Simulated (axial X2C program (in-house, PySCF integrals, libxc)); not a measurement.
SBS⁺: properties at the nuclei

Computed with an axial X2C code built on PySCF integrals: two-component X2C with atomic mean-field Coulomb and Gaunt terms, Gaussian nuclei, basis S dyall-av3z, B dyall-v3z with contracted cores.

S–B–S held linear, with bonds 1.671 and 1.671 Å (near the PBE0 minimum at charge 1 of the determinant lowest at the starting distance; the state shown can have its own minimum elsewhere, held linear; other orders of the atoms were not compared).

Determinant lowest in the PBE0 search, Ω = 1 (⟨Sz⟩ = 1.00, ⟨Lz⟩ = 0.00 at PBE0), spin on the atoms S 0.60, B -0.21, S 0.60:

```tsv
level	A∥/gI S (MHz)	qzz S (a.u.)	A∥/gI B (MHz)	qzz B (a.u.)
PBE0	-130	-1.17	-16	-0.32
HF	-53.2	-1.52	-40.3	-0.27
TPSSh	-100	-1.09	-14.9	-0.32
```

Determinant 0.75 eV from it at PBE0 and this distance, Ω = 0 (closed shell), highest spinor 84% S p, 16% B d:

```tsv
level	qzz S (a.u.)	qzz B (a.u.)
PBE0	-1.14	-0.34
HF	-1.44	-0.34
TPSSh	-1.06	-0.33
```

A∥ (defined per Ω) follows by multiplying with gI = μI/(I μN); qzz is the electric field gradient, eQq0 = 234.96 MHz × Q/barn × qzz. The operators were transformed with the bare-nucleus X2C matrices; with these basis sets, hyperfine constants and field gradients can be off by tens of per cent, and where levels differ in sign neither size nor sign is settled.

Task: With Q(33S) = -0.0694 barn, Q(11B) = 0.04059 barn (Q from Pyykkö, Mol. Phys. 2018), turn the PBE0 values of the first state into constants in MHz.

Result: eQq0(33S) = 234.96 × (-0.0694) × (-1.17) = 19.1 MHz; eQq0(11B) = 234.96 × (0.04059) × (-0.32) = -3.05 MHz.

The molecule was held linear; bending was not examined, so a bent shape may lie lower.

Each state is one determinant with collinear spin, which with several unpaired electrons need not be a pure state. Unrestricted Hartree–Fock can overshoot spin polarisation at the nuclei. A closed determinant beside an open π² or δ² triplet, such as (π1/2)², mixes with its partner pair into the 0⁺ component of the triplet and ¹Σ⁺, so its energy is not that of a level, and 0⁺ can lie lowest. With several open shells hyperfine constants can be off by a factor of several. Open-shell Ω = 0 determinants with evenly filled partner blocks cannot be reached by this program, so the Ω shown need not be the lowest component. The search compared states at one distance, so a state with another bond length can lie lower. Where a field gradient or hyperfine factor spreads by more than a factor of two over the levels, a constant derived from it is not to be relied on. PBE0 term energies can be off by some tenths of an eV.
